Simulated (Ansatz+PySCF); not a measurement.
The numbers below are computed, except where a source is named.
This Ansatz input gave a total energy of -175.22227 hartree.

```yaml
crystal:
  periodic: [false, false, false]
  atoms:
    - { symbol: O, position_ang: [0.0, 0.0, -0.10849] }
    - { symbol: H, position_ang: [0.0, 0.0, 0.86793] }
    - { symbol: H, position_ang: [30.0, 0.0, -2.98146] }
    - { symbol: F, position_ang: [30.0, 0.0, 0.33127] }
basis:
  gaussian: { orbitals: "6-31G" }
magnetization:
  spin_polarized: true
  initial_magnetization: 1
hamiltonian:
  xc: hf
```

Task: Write an input for PySCF with the same method and basis set.

Result:

```python
from pyscf import gto, scf

mol = gto.M(atom="""
O 0.000000 0.000000 -0.108490
H 0.000000 0.000000 0.867930
H 30.000000 0.000000 -2.981460
F 30.000000 0.000000 0.331270
""", basis='6-31g', charge=0, spin=1)
mf = scf.UHF(mol)
mf.init_guess = 'minao'
mf.kernel()
while True:  # follow internal instabilities
    mo, _, stable, _ = mf.stability(return_status=True)
    if stable: break
    mf.kernel(mf.make_rdm1(mo, mf.mo_occ))
print(mf.converged, mf.e_tot, mf.spin_square()[0])
```

PySCF 2.14.0 gave -175.22227 hartree, 0.03 meV from the first. Caution: the unrestricted determinant is a mixture of spin states.
